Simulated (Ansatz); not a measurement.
Geometry optimisation, Ansatz 0.2.0, RKS LDA/6-31G*.

input.yaml

```yaml
crystal:
  periodic: [false, false, false]
  atoms:
    - { symbol: B, position_ang: [0.0, 0.0, 0.0] }
    - { symbol: "N", position_ang: [0.0, 0.0, 1.9] }
    - { symbol: H, position_ang: [-0.877, -0.2713, 2.43] }
    - { symbol: H, position_ang: [0.877, 0.2713, 2.43] }
    - { symbol: H, position_ang: [1.0305, 0.0, -0.595] }
    - { symbol: H, position_ang: [-1.0305, 0.0, -0.595] }
    - { symbol: Cl, position_ang: [-0.2702, 2.0319, 0.6811] }
    - { symbol: H, position_ang: [-0.1503, 1.1304, 1.745] }
basis:
  gaussian: { orbitals: "6-31G*" }
hamiltonian:
  xc: lda
relax:
  f_tol: 0.15
  max_steps: 25
  restrain:
    - { distance: [0, 6], at: 3.06, k: 30.0 }
    - { distance: [7, 1], at: 2.26, k: 30.0 }
    - { distance: [0, 1], at: 1.55, k: 30.0 }
    - { distance: [7, 6], at: 1.37, k: 30.0 }
```

Launched with:

```bash
$ ansatz run input.yaml --threads 1 --pin off --max-ram 2048MiB --backend cpu --events-out ev --progress --plain --runs-dir out
```

**Question.** Where does it end, and by what steps?

**Answer.** It converged. The restraints hold the end off the free minimum; the threshold counts their pulls, which the force column leaves out. Restrained pairs: B1–Cl7 (2.16 → 3.07 Å), N2–H8 (1.15 → 2.25 Å), B1–N2 (1.90 → 1.47 Å), Cl7–H8 (1.40 → 1.35 Å). After 9 steps the energy has fallen by 2.230 eV (the restraints' own energy left out); Cl7 moved furthest, 0.90 Å.

```json
{"step": "0", "energy less start (eV)": "0.0000", "largest force component (eV/Å)": "4.600", "accepted": "yes"}
{"step": "1", "energy less start (eV)": "-0.2141", "largest force component (eV/Å)": "3.206", "accepted": "yes"}
{"step": "2", "energy less start (eV)": "-0.3638", "largest force component (eV/Å)": "2.948", "accepted": "yes"}
{"step": "3", "energy less start (eV)": "-0.8789", "largest force component (eV/Å)": "2.607", "accepted": "yes"}
{"step": "4", "energy less start (eV)": "-1.8251", "largest force component (eV/Å)": "1.994", "accepted": "yes"}
{"step": "5", "energy less start (eV)": "-2.1573", "largest force component (eV/Å)": "2.190", "accepted": "yes"}
{"step": "6", "energy less start (eV)": "-2.2077", "largest force component (eV/Å)": "2.333", "accepted": "yes"}
{"step": "7", "energy less start (eV)": "-2.1836", "largest force component (eV/Å)": "2.471", "accepted": "yes"}
{"step": "8", "energy less start (eV)": "-2.2343", "largest force component (eV/Å)": "2.481", "accepted": "yes"}
{"step": "9", "energy less start (eV)": "-2.2303", "largest force component (eV/Å)": "2.413", "accepted": "yes"}
```

```xyz
8
Properties=species:S:1:pos:R:3
B 0.015 -0.112 0.298
N 0.048 -0.377 1.743
H -0.784 -0.635 2.276
H 0.917 -0.409 2.279
H 1.061 0.125 -0.249
H -1.054 -0.160 -0.253
Cl -0.381 2.915 0.569
H -0.243 1.816 1.333
```

Time of the run: 11 s on 1 thread of Arm Neoverse V2, on a shared host, peak memory 0.12 GiB.
